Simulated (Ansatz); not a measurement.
**AlLiH2 (singlet): wave-function methods side by side at distance Al1–H3 = 2.220 Å, 6-31G**

An exercise on one series of results from a longer session: the logs are not shown, and one member is left open.

Computed with Ansatz 0.2.0, Gaussian basis. Level: 6-31G, core rule «outside noble gas», up to 6 orbitals frozen.

The runs, in order: UHF; CCSD(T) on RHF; BCCD(T) on RHF; CISD; CCSDT(Q) on RHF; CISDTQ; CCSDTQ on RHF; CASSCF and MRCISD+Q, 2 electrons in 2 orbitals; CASSCF and NEVPT2, 2 electrons in 2 orbitals; Full CI.

52 further runs of the same task are left out: 33 for a known fault of the program, 12 that didn't finish, 7 set aside as unsound or not needed. Runs told in other sessions of the task aren't counted.

### The system

The geometry derives from a PBE0/def2-TZVP stationary point (not a proven minimum). One bond is set to the value named and the two fragments are kept rigid.

4 atoms, charge 0, spin multiplicity 1.

Atoms are counted from 1 here; the program's logs count them from 0.

Bond lengths: Al1–H4 1.618 Å.

Set-up of the first run:

Contents of in.yaml:

```yaml
crystal:
  periodic: [false, false, false]
  atoms:
    - {symbol: Al, position_ang: [0.000000, -0.013651, 0.446287]}
    - {symbol: Li, position_ang: [0.000000, -0.013651, -2.192535]}
    - {symbol: H, position_ang: [0.000000, 1.780936, 1.753138]}
    - {symbol: H, position_ang: [0.000000, -1.321513, 1.398696]}
basis:
  gaussian: {orbitals: 6-31G}
magnetization: {spin_polarized: true, initial_magnetization: 0}
hamiltonian: {xc: hf}
output: {orbitals: {seedname: orbitals}}
```

On the command line:

```console
ansatz run in.yaml --threads 1 --pin off --events-out ev --progress --plain --max-ram 2393MiB
```

Steps of the session up to this table: UHF; CCSD(T) on RHF; BCCD(T) on RHF; CISD; CCSDT(Q) on RHF; CISDTQ; CCSDTQ on RHF; CASSCF and MRCISD+Q, 2 electrons in 2 orbitals; CASSCF and NEVPT2, 2 electrons in 2 orbitals; Full CI.

One of the session's tables, all rows but one given; the rest of the session is left out.

| method | from FCI (kcal/mol) |
| --- | --- |
| RHF | +44.36 |
| RMP2 | ? |
| CISD | +3.28 |
| RCCSD | +1.28 |
| RCCSD(T) | +0.45 |
| BCCD(T) | +0.44 |
| RCCSDT | +0.08 |
| CISDTQ | +0.07 |
| RCCSDT(Q) | +0.03 |
| RCCSDTQ | 0.00 |
| CASSCF pair | +29.76 |
| NEVPT2 pair | +10.22 |
| FCI | 0 |

**Question.** Estimate the row for RMP2.

**Answer.** from FCI (kcal/mol): +15.64. In the column «from FCI (kcal/mol)» it lies between NEVPT2 pair (+10.22) and CASSCF pair (+29.76).

Not comparable, so not listed: CASSCF and MRCISD+Q, 2 electrons in 2 orbitals (they don't share determinant, frozen orbitals or solution with the rows shown, or repeat one).

Caveats from the session: Warnings in the runs' records: passed over end.
